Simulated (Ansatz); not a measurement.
# AlH5NO+ (SMILES [NH2][AlH][OH2+]): single points off equilibrium

How do the functionals fare away from a minimum? The structure is a structure displaced at random from a GFN2-xTB minimum.

Method: single points in def2-TZVPP; program: Ansatz 0.2.0, Gaussian basis.

Correlated methods freeze the cores.

### 1 Starting geometry

SMILES `[NH2][AlH][OH2+]`, 8 atoms, charge 1, spin multiplicity 1.

Atoms are counted from 1 here; the program's logs count them from 0.

Bond lengths: N1–Al2 1.763 Å, N1–H4 0.833 Å, N1–H5 1.160 Å, Al2–O3 1.742 Å, Al2–H6 1.721 Å, O3–H7 0.951 Å, O3–H8 1.173 Å. Angles: Al2–N1–H4 145.4°, Al2–N1–H5 110.2°, H4–N1–H5 104.3°, N1–Al2–O3 113.8°, N1–Al2–H6 149.4°, O3–Al2–H6 94.3°, Al2–O3–H7 132.2°, Al2–O3–H8 113.5°, H7–O3–H8 111.5°.

Coordinates:

```xyz
8
AlH5NO
N    -0.9693    0.6007   -1.0705
Al    0.0785    0.5895    0.3473
O     0.8748   -0.9355    0.6193
H    -1.1801    0.2009   -1.7700
H    -1.7335    1.4708   -0.9964
H     1.0574    1.4490    1.4713
H     1.4812   -1.2278    1.2905
H     0.3441   -1.8408    0.0946
```

### 2 CCSD(T)/def2-TZVPP

Contents of run/in.yaml:

```yaml
crystal:
  periodic: [false, false, false]
  atoms:
    - {symbol: N, position_ang: [-0.969300, 0.600700, -1.070500]}
    - {symbol: Al, position_ang: [0.078500, 0.589500, 0.347300]}
    - {symbol: O, position_ang: [0.874800, -0.935500, 0.619300]}
    - {symbol: H, position_ang: [-1.180100, 0.200900, -1.770000]}
    - {symbol: H, position_ang: [-1.733500, 1.470800, -0.996400]}
    - {symbol: H, position_ang: [1.057400, 1.449000, 1.471300]}
    - {symbol: H, position_ang: [1.481200, -1.227800, 1.290500]}
    - {symbol: H, position_ang: [0.344100, -1.840800, 0.094600]}
basis:
  gaussian: {orbitals: def2-TZVPP}
total_charge: 1
correlation: {method: ccsd_t}
output: {forces: true}
```

No record of the launch command was kept for these runs.

### 3 PBE0-D4/def2-TZVPP

Edit run/in.yaml of step 2 so:

```diff
@@ -14,3 +14,3 @@
 total_charge: 1
-correlation: {method: ccsd_t}
-output: {forces: true}
+hamiltonian: {xc: pbe0, dispersion: d4}
+output: {forces: true, orbitals: {seedname: orbitals}}
```

### 4 wB97M-V/def2-TZVPP

Edit run/in.yaml of step 3 so:

```diff
@@ -14,3 +14,3 @@
 total_charge: 1
-hamiltonian: {xc: pbe0, dispersion: d4}
-output: {forces: true, orbitals: {seedname: orbitals}}
+hamiltonian: {xc: {name: wB97M-V}}
+output: {forces: true}
```

### 5 r2SCAN-D4/def2-TZVPP

Edit run/in.yaml of step 4 so:

```diff
@@ -14,3 +14,3 @@
 total_charge: 1
-hamiltonian: {xc: {name: wB97M-V}}
+hamiltonian: {xc: r2scan, dispersion: d4}
 output: {forces: true}
```

### 6 PBE-D4/def2-TZVPP

Edit run/in.yaml of step 5 so:

```diff
@@ -14,3 +14,3 @@
 total_charge: 1
-hamiltonian: {xc: r2scan, dispersion: d4}
+hamiltonian: {xc: pbe, dispersion: d4}
 output: {forces: true}
```

### 7 SPW92/def2-TZVPP

Edit run/in.yaml of step 6 so:

```diff
@@ -14,3 +14,3 @@
 total_charge: 1
-hamiltonian: {xc: pbe, dispersion: d4}
+hamiltonian: {xc: lda}
 output: {forces: true}
```

### 8 revPBE-D4/def2-TZVPP

Edit run/in.yaml of step 7 so:

```diff
@@ -14,3 +14,3 @@
 total_charge: 1
-hamiltonian: {xc: lda}
+hamiltonian: {xc: {name: revPBE}, dispersion: d4}
 output: {forces: true}
```

(Steps that only read results are left out.)

Q: Predict the outcome of this session. Wanted: energy less free atoms, CCSD(T)/def2-TZVPP; RMS force component; RMS force error; HOMO and LUMO, PBE0-D4; T1 diagnostic.

The runs gave:

| quantity | value |
| --- | --- |
| energy less free atoms, CCSD(T)/def2-TZVPP | -16.500 eV |
| RMS force component | 4.972 to 5.068 eV/Å over the methods |
| RMS force error | PBE0-D4 0.073, wB97M-V 0.048, r2SCAN-D4 0.089, PBE-D4 0.204, SPW92 0.363, revPBE-D4 0.200 eV/Å |
| HOMO and LUMO, PBE0-D4 | -12.64 and -6.63 eV |
| T1 diagnostic | 0.011 |

In words: Against CCSD(T) the functionals' energies less atoms differ by -4.418 to -0.194 eV, PBE-D4 by -0.898 eV. The reference is not at the basis limit: in triple zeta CCSD(T) underbinds, which counts against methods that bind more; the gaps are no ranking. On forces the order runs from wB97M-V to SPW92. Frozen-core CCSD(T) forces in triple zeta carry basis errors of their own, and this is one geometry, so small gaps rank nothing.
